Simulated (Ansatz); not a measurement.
**BF (singlet): wave-function methods side by side at distance B1–F2 = 1.411 Å, 6-31G**

One table from this session's results is given with a row withheld; the runs are named, their logs left out.

The runs use Ansatz 0.2.0, Gaussian basis; 6-31G, core rule «outside noble gas», up to 2 orbitals frozen.

Plan: UHF; CCSD(T) on RHF; BCCD(T) on RHF; CISD; CCSDT(Q) on RHF; CISDTQ; CCSDTQ on RHF; CASSCF and MRCISD+Q, 2 electrons in 2 orbitals; CASSCF and NEVPT2, 2 electrons in 2 orbitals; Full CI.

32 further runs of the same task are left out: 12 for a known fault of the program, 18 that didn't finish, 2 set aside as unsound or not needed. Runs told in other sessions of the task aren't counted.

### The geometry

The geometry derives from a PBE0/def2-TZVP stationary point (not a proven minimum). One bond is set to the value named and the two fragments are kept rigid.

2 atoms, charge 0, spin multiplicity 1.

Atoms are counted from 1 here; the program's logs count them from 0.

Bond lengths: B1–F2 1.411 Å.

Coordinates:

```xyz
2
BF
B     0.00000    0.00000    0.00000
F     0.00000    0.00000    1.41100
```

The first run:

in.yaml

```yaml
crystal:
  periodic: [false, false, false]
  atoms:
    - {symbol: B, position_ang: [0.000000, 0.000000, 0.000000]}
    - {symbol: F, position_ang: [0.000000, 0.000000, 1.411000]}
basis:
  gaussian: {orbitals: 6-31G}
magnetization: {spin_polarized: true, initial_magnetization: 0}
hamiltonian: {xc: hf}
output: {orbitals: {seedname: orbitals}}
```

Launch:

```
ansatz run in.yaml --threads 1 --pin off --events-out ev --progress --plain --max-ram 2393MiB
```

Among the steps run: UHF; CCSD(T) on RHF; BCCD(T) on RHF; CISD; CCSDT(Q) on RHF; CISDTQ; CCSDTQ on RHF; CASSCF and MRCISD+Q, 2 electrons in 2 orbitals; CASSCF and NEVPT2, 2 electrons in 2 orbitals; Full CI.

One of the session's tables, all rows but one given; the rest of the session is left out.

It belongs to the step «Misses and costs». 

```
       method  from FCI (kJ/mol)
          RHF             +497.3
         RMP2              +47.5
         CISD              +44.9
        RCCSD              +14.1
     RCCSD(T)               +2.3
      BCCD(T)               +1.2
       RCCSDT               +1.5
       CISDTQ               +2.2
    RCCSDT(Q)               -0.3
      RCCSDTQ                  ?
  CASSCF pair             +453.5
  NEVPT2 pair              +42.6
  MRCISD pair              +36.1
MRCISD+Q pair               +9.0
          FCI                  0
```

Estimate the missing values for RCCSDTQ.

**Answer.** from FCI (kJ/mol): -0.1. In the column «from FCI (kJ/mol)» it lies between RCCSDT(Q) (-0.3) and FCI (0).

To keep in mind: RCCSDT(Q) falls below full CI, which methods that aren't variational can do.
